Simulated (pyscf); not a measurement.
HC≡C–CH₃ + H₂ → H₂ + H₂C=C=CH₂, a concerted two-bond exchange (singlet surface; C–H, H–H broken, H–H, C–H formed). Single points on ωB97X-D3(BJ)/def2-SVP structures (PySCF, gas phase). Energies in kJ/mol from the separated reactants.

Small-basis levels: PySCF, no dispersion term, spherical d functions. AM1 to PM7: differences of heats of formation from MOPAC, which are fitted to 298 K values and so differ in kind from electronic energies by zero-point and thermal terms. Cost: rough CPU time at the saddle relative to B3LYP/6-31G*, from one job on a shared machine.

```tsv
level	barrier	reaction energy	cost
HF/STO-3G	409.0	+64.6	0.04
HF/3-21G	322.1	+14.8	0.05
SVWN5/6-31G*	107.3	-19.2	0.8
B3LYP/3-21G	202.2	-2.1	0.7
B3LYP/LANL2DZ	210.9	-5.9	0.8
PBE/def2-SVP	141.7	-14.3	1
PM7	282.9	-31.9	under 0.02
ωB97M-D3(BJ)/def2-TZVP	206.9	-1.3	–
```

Against the last row the barrier runs from -99.6 (SVWN5/6-31G*) to +202.2 kJ/mol (HF/STO-3G). ωB97M-D3(BJ)/def2-TZVP has limits of its own. This is the saddle that the search found; another between the same sides may lie lower.
